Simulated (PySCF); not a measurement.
Atomic charges by several schemes

Bicarbonate, CHO3 (charge -1).
Atom-mapped SMILES: `[O:1]=[C:2]([O-:3])[OH:4]` (hydrogens: H5 on O4)

Geometry (PBE0-D3(BJ)/def2-SVP, Å), atoms numbered from 1 in this order:
```xyz
5
CHO3 angstrom
O     -0.296    1.173   -0.478
C     -0.444    0.016   -0.039
O     -1.440   -0.688    0.125
O      0.788   -0.601    0.346
H      1.410    0.106    0.141
```

Density: PBE0/pcSseg-1 (PySCF); schemes: Mulliken, IAO, Hirshfeld and ESP-fitted. Geometry: PBE0-D3(BJ)/def2-SVP, one conformer, isolated ion. The pcSseg-1 basis has no diffuse functions, a weakness for an anion.

Task: What partial charge does each atom carry?

Result: In e:

| atom | environment | Mulliken | IAO | Hirshfeld | ESP-fitted |
| --- | --- | --- | --- | --- | --- |
| O1 | oxygen bonded to C | -0.637 | -0.693 | -0.471 | -0.815 |
| C2 | carbonate carbon | +0.530 | +0.634 | +0.140 | +0.934 |
| O3 | oxygen bonded to C | -0.594 | -0.653 | -0.462 | -0.751 |
| O4 | acid hydroxyl oxygen | -0.481 | -0.613 | -0.317 | -0.725 |
| H5 | acid proton | +0.182 | +0.325 | +0.109 | +0.357 |

Mean size of the charges over all atoms: ESP-fitted 0.717 e, IAO 0.584 e, Mulliken 0.485 e, Hirshfeld 0.300 e. Each set sums to the total charge, -1, to within 0.001 e. The IAO scheme projects the occupied orbitals on a minimal set of polarised atomic orbitals and counts the electrons in each atom's part of it.

Lowest charge. All schemes agree: Mulliken O1 (-0.637); IAO O1 (-0.693); Hirshfeld O1 (-0.471); ESP-fitted O1 (-0.815).

Highest charge. All schemes agree: Mulliken C2 (+0.530); IAO C2 (+0.634); Hirshfeld C2 (+0.140); ESP-fitted C2 (+0.934).

Task: How many electrons does the ESP-fitted scheme count on O4?

Result: Z − q = 8 − (-0.725) = 8.725.

Task: Sum the charges by element, for elements with more than one atom.

Result: 
```
element  atoms  Mulliken     IAO  Hirshfeld  ESP-fitted
      O      3    -1.712  -1.959     -1.249      -2.292
```

The run behind these numbers computed NMR shieldings as well. Time: 3.0 s (grids of density and orbitals included); peak memory 0.33 GiB. Hardware: Arm Neoverse V2, one thread, shared host with 96 logical CPUs at a one-minute load of 17.
